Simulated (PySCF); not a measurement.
# [SiH5]-: singlet, from a square pyramidal start

Where does singlet [SiH5]- go from a square pyramidal start, is the end point a minimum, and what are its modes, charges and moments?

Method: PBE0, basis Si def2-TZVPD, H def2-TZVPD, no relativity, density fitting; program: PySCF 2.14.0.

## Step 1: The starting structure

6 atoms, charge -1, spin multiplicity 1.

Bond lengths: Si1–H2 1.480 Å, Si1–H3 1.480 Å, Si1–H4 1.480 Å, Si1–H5 1.480 Å, Si1–H6 1.480 Å. Angles: H2–Si1–H3 102.0°, H2–Si1–H4 102.0°, H2–Si1–H5 102.0°, H2–Si1–H6 102.0°, H3–Si1–H4 87.5°, H3–Si1–H5 156.0°, H3–Si1–H6 87.5°, H4–Si1–H5 87.5°, H4–Si1–H6 156.0°, H5–Si1–H6 87.5°.

```xyz
6
charge -1 multiplicity 1
Si    0.0000    0.0000    0.0000
H     0.0000    0.0000    1.4800
H     1.4477    0.0000   -0.3077
H     0.0000    1.4477   -0.3077
H    -1.4477    0.0000   -0.3077
H     0.0000   -1.4477   -0.3077
```

## Step 2: Finding the electronic state

One driver script runs all steps and calls PySCF; scf.py shows how it sets up the SCF of each step. The optimiser is the driver's own. After this first run the driver tries any further starts and a stability analysis.

Input file scf.py:

```python
from pyscf import gto, scf, dft
mol = gto.M(atom='''
Si     0.000000     0.000000     0.000000
H      0.000000     0.000000     1.480000
H      1.447700     0.000000    -0.307700
H      0.000000     1.447700    -0.307700
H     -1.447700     0.000000    -0.307700
H     -0.000000    -1.447700    -0.307700''',
    basis={'Si': 'def2-TZVPD', 'H': 'def2-TZVPD'},
    charge=-1, spin=0)
mf = dft.RKS(mol, xc='PBE0')
mf.grids.atom_grid = (50, 194)
aux = {'Si': 'def2-universal-JKFIT', 'H': 'def2-universal-JKFIT'}
mf = mf.density_fit(auxbasis=aux)
mf.conv_tol = 1e-08
mf.diis_space = 10
mf.max_cycle = 60
mf.init_guess = 'minao'
mf.verbose = 4
mf.kernel()
```

Started as:

```console
$ OMP_NUM_THREADS=2 python axn.py task.json out
```

Log:

```text
init E= -292.068199574973
  HOMO = -0.229139622088368  LUMO = -0.0242036440559037  gap/eV = 5.57659
cycle= 1 E= -292.271252133215  delta_E= -0.203  |g|= 0.246  |ddm|= 1.53
  HOMO = 0.0661548979962188  LUMO = 0.185574392725979  gap/eV = 3.24957
cycle= 2 E= -292.291252072337  delta_E= -0.02  |g|= 0.176  |ddm|= 0.761
  HOMO = 0.0152827817760421  LUMO = 0.170410321803264  gap/eV = 4.22124
cycle= 3 E= -292.304105542574  delta_E= -0.0129  |g|= 0.0335  |ddm|= 0.242
  HOMO = 0.0128729952683972  LUMO = 0.169419163297656  gap/eV = 4.25984
cycle= 4 E= -292.304273900246  delta_E= -0.000168  |g|= 0.00285  |ddm|= 0.0394
  HOMO = 0.0119485898615572  LUMO = 0.169001079022586  gap/eV = 4.27362
cycle= 5 E= -292.304275187953  delta_E= -1.29e-06  |g|= 0.000536  |ddm|= 0.00419
  HOMO = 0.0119248050950382  LUMO = 0.168950031515665  gap/eV = 4.27287
cycle= 6 E= -292.304275291017  delta_E= -1.03e-07  |g|= 0.000145  |ddm|= 0.00146
  HOMO = 0.0119092938076708  LUMO = 0.168948341695787  gap/eV = 4.27325
cycle= 7 E= -292.304275299651  delta_E= -8.63e-09  |g|= 1.27e-05  |ddm|= 0.000184
  HOMO = 0.0119070071619873  LUMO = 0.168947299499207  gap/eV = 4.27328
Extra cycle  E= -292.304275299718  delta_E= -6.67e-11  |g|= 6.55e-06  |ddm|= 8.19e-05
converged SCF energy = -292.304275299718
```

This step, with its further starts and checks, took 2 s on 2 threads of Arm Neoverse V1, shared host.

The test of internal stability found no lower closed-shell solution.

## Step 3: Relaxation: square pyramidal start, singlet

The program finds C4v symmetry in the start, which this walk keeps.

Edit scf.py of step 2 so:

```diff
@@ -3,6 +3,6 @@
-Si     0.000000     0.000000     0.000000
-H      0.000000     0.000000     1.480000
-H      1.447700     0.000000    -0.307700
-H      0.000000     1.447700    -0.307700
-H     -1.447700     0.000000    -0.307700
-H     -0.000000    -1.447700    -0.307700''',
+Si     0.000000     0.000000    -0.007607
+H     -0.000000     0.000000     1.472393
+H      1.447700     0.000000    -0.315307
+H      0.000000     1.447700    -0.315307
+H     -1.447700     0.000000    -0.315307
+H      0.000000    -1.447700    -0.315307''',
@@ -18 +17,0 @@
-mf.init_guess = 'minao'
```

Energy and gradient, step by step:

| step | energy (Eh) | change (kJ/mol) | largest symmetric gradient (Eh/bohr) |
| --- | --- | --- | --- |
| 0 | -292.304275 | 0.00 | 0.03136 |
| 1 | -292.314713 | -27.40 | 0.00951 |
| 2 | -292.315956 | -30.67 | 0.00242 |
| 3 | -292.316013 | -30.82 | 0.00083 |
| 4 | -292.316014 | -30.82 | 0.00024 |

The walk took 4 s.

Positions (Å) and forces (eV/Å) along the way:

```
step 0
Si   0.000   0.000  -0.008   0.000   0.000   0.369
H    0.000   0.000   1.472   0.000   0.000   0.651
H    1.448   0.000  -0.315   1.612   0.000  -0.255
H    0.000   1.448  -0.315   0.000   1.612  -0.255
H   -1.448   0.000  -0.315  -1.612   0.000  -0.255
H    0.000  -1.448  -0.315   0.000  -1.612  -0.255
step 1
Si   0.000   0.000  -0.014   0.000   0.000   0.228
H    0.000   0.000   1.493   0.000   0.000   0.149
H    1.515   0.000  -0.319   0.489   0.000  -0.094
H    0.000   1.515  -0.319   0.000   0.489  -0.094
H   -1.515   0.000  -0.319  -0.489   0.000  -0.094
H    0.000  -1.515  -0.319   0.000  -0.489  -0.094
step 2
Si   0.000   0.000  -0.012   0.000   0.000   0.124
H    0.000   0.000   1.503   0.000   0.000  -0.013
H    1.543   0.000  -0.322   0.094   0.000  -0.028
H    0.000   1.543  -0.322   0.000   0.094  -0.028
H   -1.543   0.000  -0.322  -0.094   0.000  -0.028
H    0.000  -1.543  -0.322   0.000  -0.094  -0.028
step 4
Si   0.000   0.000  -0.008   0.000   0.000   0.012
H    0.000   0.000   1.505   0.000   0.000  -0.008
H    1.549   0.000  -0.323  -0.001   0.000  -0.001
H    0.000   1.549  -0.323   0.000  -0.001  -0.001
H   -1.549   0.000  -0.323   0.001   0.000  -0.001
H    0.000  -1.549  -0.323   0.000   0.001  -0.001
```

It settles in C4v symmetry, 30.8 kJ/mol below the start, after 4 steps: Si–H 1.514 Å, Si–H 1.581 Å (×4); H–Si–H 87.7° (×4), H–Si–H 101.5° (×4), H–Si–H 157.0° (×2).

## Step 4: Hessian and properties

On the finer grid the gradient is checked again; gradients at displacements of ±0.02 bohr then give force constants and infrared intensities.

Edit scf.py of step 3 so:

```diff
@@ -3,6 +3,6 @@
-Si     0.000000     0.000000    -0.007607
-H     -0.000000     0.000000     1.472393
-H      1.447700     0.000000    -0.315307
-H      0.000000     1.447700    -0.315307
-H     -1.447700     0.000000    -0.315307
-H      0.000000    -1.447700    -0.315307''',
+Si    -0.000000     0.000000    -0.007368
+H      0.000000    -0.000000     1.505987
+H      1.549381     0.000000    -0.322832
+H     -0.000000     1.549381    -0.322832
+H     -1.549381     0.000000    -0.322832
+H     -0.000000    -1.549381    -0.322832''',
@@ -12 +12 @@
-mf.grids.atom_grid = (50, 194)
+mf.grids.atom_grid = (75, 302)
@@ -15 +15 @@
-mf.conv_tol = 1e-08
+mf.conv_tol = 1e-10
```

This SCF starts from the last density.

Log of the central SCF (cycles and frontier levels):

```text
init E= -292.31600917461
  HOMO = 0.000831400733423138  LUMO = 0.162734392687591  gap/eV = 4.40560
cycle= 1 E= -292.316009174609  delta_E= 1.14e-13  |g|= 1.02e-07  |ddm|= 4.12e-07
  HOMO = 0.000831412910946128  LUMO = 0.162734395976175  gap/eV = 4.40560
Extra cycle  E= -292.316009174606  delta_E= 3.01e-12  |g|= 5.75e-08  |ddm|= 1.29e-07
converged SCF energy = -292.316009174606
```

The whole step took 20 s.

Geometry: C4v; Si–H 1.513 Å, Si–H 1.581 Å (×4); H–Si–H 87.7° (×4), H–Si–H 101.5° (×4), H–Si–H 157.0° (×2).

Harmonic modes (main isotopes):

```json
{"symmetry": "b1", "ω (cm⁻¹)": "386i", "IR (km/mol)": "0.0"}
{"symmetry": "e", "ω (cm⁻¹)": "882", "IR (km/mol)": "215"}
{"symmetry": "a1", "ω (cm⁻¹)": "934", "IR (km/mol)": "279"}
{"symmetry": "e", "ω (cm⁻¹)": "1077", "IR (km/mol)": "970"}
{"symmetry": "b2", "ω (cm⁻¹)": "1297", "IR (km/mol)": "0.0"}
{"symmetry": "b1", "ω (cm⁻¹)": "1389", "IR (km/mol)": "0.0"}
{"symmetry": "e", "ω (cm⁻¹)": "1686", "IR (km/mol)": "2156"}
{"symmetry": "a1", "ω (cm⁻¹)": "1859", "IR (km/mol)": "104"}
{"symmetry": "a1", "ω (cm⁻¹)": "2068", "IR (km/mol)": "220"}
```

With 1 mode imaginary (up to 386i cm⁻¹) this point is a saddle.

Constants and moments:

```
Dipole moment about the centre of mass                          : 0.16 D
Highest occupied level                                          : 0.02 eV
Lowest empty level                                              : 4.43 eV
Rotational constants                                            : 2.234, 2.234, 1.742 cm⁻¹
Zero-point energy (real modes)                                  : 88.7 kJ/mol
Principal polarisabilities                                      : 48.3, 61.0, 61.0 bohr³
Principal traceless quadrupole moments about the centre of mass : -2.98, -2.98, 5.97 D Å
```

Charges (e) and bond orders:

| atom | Mulliken | Löwdin | polar tensor | Mayer order to Si1 |
| --- | --- | --- | --- | --- |
| Si1 | -0.73 | -0.08 | 1.31 | – |
| H2 | -0.05 | -0.17 | -0.34 | 0.99 |
| H3,4,5,6 | -0.05 | -0.19 | -0.49 | 0.95 |

Outer orbital energies (eV). occupied: -93.47, -93.37, -93.37, -9.00, -3.74, -3.74, -3.48, 0.02; empty: 4.43, 5.45, 6.34, 6.34.

Mulliken populations on Si1: s 5.30, p 8.68, d 0.73, f 0.02.

## Step 5: Following the imaginary mode

The atoms are moved a little along the softest imaginary mode and relaxed again.

The program finds C2v symmetry in the start, which this walk keeps. Threshold on the gradient: 0.0003 Eh/bohr, with a further test on the energy change.

Edit scf.py of step 4 so:

```diff
@@ -3,6 +3,6 @@
-Si    -0.000000     0.000000    -0.007368
-H      0.000000    -0.000000     1.505987
-H      1.549381     0.000000    -0.322832
-H     -0.000000     1.549381    -0.322832
-H     -1.549381     0.000000    -0.322832
-H     -0.000000    -1.549381    -0.322832''',
+Si    -0.000000     0.000000    -0.007677
+H      0.000000    -0.000000     1.505678
+H      1.589664     0.000000    -0.210104
+H     -0.000000     1.509098    -0.436178
+H     -1.589664    -0.000000    -0.210104
+H      0.000000    -1.509098    -0.436178''',
@@ -12 +12 @@
-mf.grids.atom_grid = (75, 302)
+mf.grids.atom_grid = (50, 194)
@@ -15 +15 @@
-mf.conv_tol = 1e-10
+mf.conv_tol = 1e-08
```

Steps of the walk:

| step | energy (Eh) | change (kJ/mol) | largest symmetric gradient (Eh/bohr) |
| --- | --- | --- | --- |
| 0 | -292.316526 | 0.00 | 0.00179 |
| 1 | -292.316747 | -0.58 | 0.00129 |
| 2 | -292.318788 | -5.94 | 0.00702 |
| 3 | -292.319067 | -6.67 | 0.00773 |
| 4 | -292.319470 | -7.73 | 0.00271 |
| 5 | -292.319563 | -7.97 | 0.00159 |
| 6 | -292.319580 | -8.02 | 0.00073 |
| 7 | -292.319586 | -8.04 | 0.00020 |
| 8 | -292.319587 | -8.04 | 0.00018 |

The walk took 8.3 s.

End point (D3h, 8 steps, 8.0 kJ/mol gained): Si–H 1.532 Å (×3), Si–H 1.622 Å (×2); H–Si–H 90.0° (×6), H–Si–H 120.0° (×3), H–Si–H 180.0°.

## Step 6: Hessian and properties

The same treatment as at the point before.

Edit scf.py of step 5 so:

```diff
@@ -3,6 +3,6 @@
-Si    -0.000000     0.000000    -0.007677
-H      0.000000    -0.000000     1.505678
-H      1.589664     0.000000    -0.210104
-H     -0.000000     1.509098    -0.436178
-H     -1.589664    -0.000000    -0.210104
-H      0.000000    -1.509098    -0.436178''',
+Si    -0.000000     0.000000    -0.000000
+H      0.000000    -0.000000     1.532423
+H      1.621716     0.000000    -0.000000
+H     -0.000000     1.327117    -0.766211
+H     -1.621716    -0.000000     0.000000
+H     -0.000000    -1.327117    -0.766211''',
@@ -12 +12 @@
-mf.grids.atom_grid = (50, 194)
+mf.grids.atom_grid = (75, 302)
@@ -15 +15 @@
-mf.conv_tol = 1e-08
+mf.conv_tol = 1e-10
```

Log of the central SCF (cycles and frontier levels):

```text
init E= -292.319571077814
  HOMO = 0.00387361604707692  LUMO = 0.163800735304008  gap/eV = 4.35184
cycle= 1 E= -292.319571077814  delta_E= -1.14e-13  |g|= 4.92e-07  |ddm|= 1.16e-06
  HOMO = 0.00387350707945266  LUMO = 0.163800692613417  gap/eV = 4.35184
Extra cycle  E= -292.319571077814  delta_E= 6.82e-13  |g|= 4.19e-07  |ddm|= 9.78e-07
converged SCF energy = -292.319571077814
```

The whole step took 18 s on 2 threads of Arm Neoverse V1, shared host.

Geometry: D3h; Si–H 1.532 Å (×3), Si–H 1.622 Å (×2); H–Si–H 90.0° (×6), H–Si–H 120.0° (×3), H–Si–H 180.0°.

Harmonic modes (main isotopes):

```csv
symmetry,ω (cm⁻¹),IR (km/mol),type
e',511,0.1,bend
a2'',952,886,bend
e',1012,724,bend
e'',1181,0.0,bend
a1',1365,0.0,stretch
a2'',1509,1585,stretch
e',1938,1011,stretch
a1',1964,0.0,stretch
```

No imaginary mode, so this is a minimum.

Properties at this point:

| Quantity | Value |
| --- | --- |
| Dipole moment about the centre of mass | 0.00 D |
| Highest occupied level | 0.11 eV |
| Lowest empty level | 4.46 eV |
| Rotational constants | 2.374, 1.905, 1.905 cm⁻¹ |
| Zero-point energy | 90.2 kJ/mol |
| Principal polarisabilities | 51.3, 51.3, 67.5 bohr³ |
| Principal traceless quadrupole moments about the centre of mass | -7.91, 3.96, 3.96 D Å |
| Entropy at 298.15 K and 1 bar | 219.4 J/(mol K) |
| Heat capacity Cp at 298.15 K | 51.2 J/(mol K) |
| Enthalpy at 298.15 K above 0 K | 11.49 kJ/mol |
| Rotational symmetry number | 6 |

Populations by atom (charges in e):

| atom | Mulliken | Löwdin | polar tensor | Mayer order to Si1 |
| --- | --- | --- | --- | --- |
| Si1 | -0.74 | -0.07 | 1.34 | – |
| H2,4,6 | -0.04 | -0.17 | -0.39 | 0.96 |
| H3,5 | -0.07 | -0.21 | -0.58 | 0.95 |

Outer orbital energies (eV). occupied: -93.44, -93.44, -93.38, -9.03, -3.88, -3.88, -3.42, 0.11; empty: 4.46, 5.87, 5.87, 6.60.

Mulliken populations on Si1: s 5.34, p 8.65, d 0.72, f 0.02.

## Step 7: The points found, side by side

| spin | group | bonds | imaginary modes (cm⁻¹) | ΔE (kJ/mol) | with zero-point energy |
| --- | --- | --- | --- | --- | --- |
| singlet | D3h | Si–H 1.532 Å (×3), Si–H 1.622 Å (×2) | none | 0.0 | 0.0 |
| singlet | C4v | Si–H 1.513 Å, Si–H 1.581 Å (×4) | 386i | 9.4 | – |

## Step 8: What came out

| quantity | value |
| --- | --- |
| minimum | singlet, D3h |
| geometry | Si–H 1.532 Å (×3), Si–H 1.622 Å (×2); H–Si–H 90.0° (×6), H–Si–H 120.0° (×3), H–Si–H 180.0° |
| wavenumbers (cm⁻¹) | 511 (e'), 952 (a2''), 1012 (e'), 1181 (e''), 1365 (a1'), 1509 (a2''), 1938 (e'), 1964 (a1') |
| dipole moment (centre of mass) | 0.00 D |
| highest occupied, lowest empty level | 0.11, 4.46 eV |
| polar-tensor charge of Si1 | +1.34 e |
| zero-point energy | 90.2 kJ/mol |
| entropy at 298.15 K | 219.4 J/(mol K) |

**Reading.** From C4v at the start the molecule goes to a D3h minimum, after a stop at a saddle point 9.4 kJ/mol higher, from which it was pushed off along an imaginary mode. In the infrared the band at 1509 cm⁻¹ (a2'', stretch) leads. Only this shape and spin were tried, so other structures or states may lie lower. The highest occupied level lies above zero: either self-interaction error lifts it or the extra electron is not bound, and the basis holds it in place.

The search up to here took 52 s.
